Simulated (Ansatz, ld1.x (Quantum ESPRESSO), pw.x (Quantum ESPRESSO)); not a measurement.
**rubidium (Rb): does the TM potential hold in the solid?**

rubidium (Rb), norm-conserving Troullier–Martins (Kleinman–Bylander form), made with ld1.x (Quantum ESPRESSO) 7.5 (PBEsol, scalar-relativistic). Core [Kr], reference 5s1 5p0. Waves: 5s (bound): rc 4.20 bohr; 5p (bound, empty): rc 3.50 bohr; 4d channel at -0.15 Ry: rc 3.60 bohr. Local part: all-electron potential smoothed inside 3.60 bohr (lloc = -1). Core correction: a·sin(br)/r model core inside 2.00 bohr.

Crystal test: fcc Rb in pw.x 7.5, no spin, 8³ k-points, Fermi–Dirac smearing 0.01 Ry, cutoffs 50/200 Ry. The reference is all-electron LAPW (Ansatz 0.2.0) with the same functional, mesh and smearing; V0 and B0 come from Birch–Murnaghan fits to the pressures at five volumes. Errors are pseudo minus all-electron; Δ is the rms difference of the E(V) curves that follow from these fits, minima aligned, over ±6 % about the mean V0. Mesh and smearing are coarse, so the numbers serve the comparison and aren't converged zero-temperature values; the lattice is a test structure that the element need not adopt.

```csv
V (Å³/atom),P all-electron (GPa),P pseudo (GPa)
82.839,0.16,0.09
85.019,0.07,0.01
87.199,-0.00,-0.06
89.379,-0.07,-0.13
91.559,-0.13,-0.19
```

All-electron: a0 = 7.037 Å (V0 = 87.11 Å³/atom), B0 = 2.8 GPa.

Pseudopotential: mean pressure error (GPa): -0.06; a0 (Å): 6.987; a0 error (%): -0.70; B0 error (%): +6.1; Δ (meV/atom): 1.2. This is a poor potential for the solid. The logarithmic derivative shows an extra or strongly shifted pseudo pole above the reference energy (s near 0.16 Ry, p near 1.86 Ry).

Task: At the middle volume, how do free energy and pressure move when the wave cutoff is lowered (ecutrho kept at four times it)?

Result:

| cutoff (Ry) | shift of F (meV/atom) | shift of P (GPa) |
| --- | --- | --- |
| 22 | +0.7 | -0.01 |
| 30 | +0.2 | -0.00 |
| 40 | +0.1 | +0.00 |

Input at the middle volume:

```
&control
  calculation='scf', prefix='x', pseudo_dir='./', outdir='./tmp', tstress=.true., disk_io='none'
/
&system
  ibrav=0, nat=1, ntyp=1, ecutwfc=50, ecutrho=200, nbnd=7,
  occupations='smearing', smearing='fd', degauss=0.01
/
&electrons
  conv_thr=1e-09, mixing_beta=0.4, electron_maxstep=70
/
ATOMIC_SPECIES
Rb 1.0 Rb.UPF
CELL_PARAMETERS angstrom
  0.00000000 3.51960427 3.51960427
  3.51960427 0.00000000 3.51960427
  3.51960427 3.51960427 0.00000000
ATOMIC_POSITIONS crystal
Rb 0.0000 0.0000 0.0000
K_POINTS automatic
8 8 8 0 0 0
```

```bash
pw.x < Rb.scf.in > Rb.scf.out
```

Lines of the output:

```
Message from routine setup:
     using ibrav=0 with symmetry is DISCOURAGED, use correct ibrav instead
     lattice parameter (alat)  =       9.4061  a.u.
     unit-cell volume          =     588.4480 (a.u.)^3
     number of electrons       =         1.00
     number of Kohn-Sham states=            7
     kinetic-energy cutoff     =      50.0000  Ry
     charge density cutoff     =     200.0000  Ry
     scf convergence threshold =      1.0E-09
     Exchange-correlation= PBESOL
     number of k points=    29  Fermi-Dirac smearing, width (Ry)=  0.0100
     iteration #  1     ecut=    50.00 Ry     beta= 0.40
     c_bands:  2 eigenvalues not converged
     total energy              =      -6.03274194 Ry
     estimated scf accuracy    <       0.00053419 Ry
     iteration #  2     ecut=    50.00 Ry     beta= 0.40
     total energy              =      -6.03273819 Ry
     estimated scf accuracy    <       0.00019062 Ry
     iteration #  3     ecut=    50.00 Ry     beta= 0.40
     total energy              =      -6.03274151 Ry
     estimated scf accuracy    <       0.00000004 Ry
     iteration #  4     ecut=    50.00 Ry     beta= 0.40
     total energy              =      -6.03274234 Ry
     estimated scf accuracy    <          8.7E-09 Ry
     iteration #  5     ecut=    50.00 Ry     beta= 0.40
     total energy              =      -6.03274234 Ry
     estimated scf accuracy    <          3.3E-09 Ry
     iteration #  6     ecut=    50.00 Ry     beta= 0.40
     the Fermi energy is    -0.4346 ev
!    total energy              =      -6.03274234 Ry
     estimated scf accuracy    <          9.2E-10 Ry
     smearing contrib. (-TS)   =      -0.00405865 Ry
     The total energy is F=E-TS. E is the sum of the following terms:
     one-electron contribution =       0.27245712 Ry
     hartree contribution      =       0.00178466 Ry
     xc contribution           =      -5.95825539 Ry
     ewald contribution        =      -0.34467008 Ry
     convergence has been achieved in   6 iterations
          total   stress  (Ry/bohr**3)                   (kbar)     P=       -0.64
     Message from routine punch:
     Nothing written, as per user request (disk_io='none')
```

The run at the middle volume (29 k-points, 6 iterations) took about 9.8 s on one core of a shared host (Neoverse-V2, 64 threads, 251 GiB, load 42).
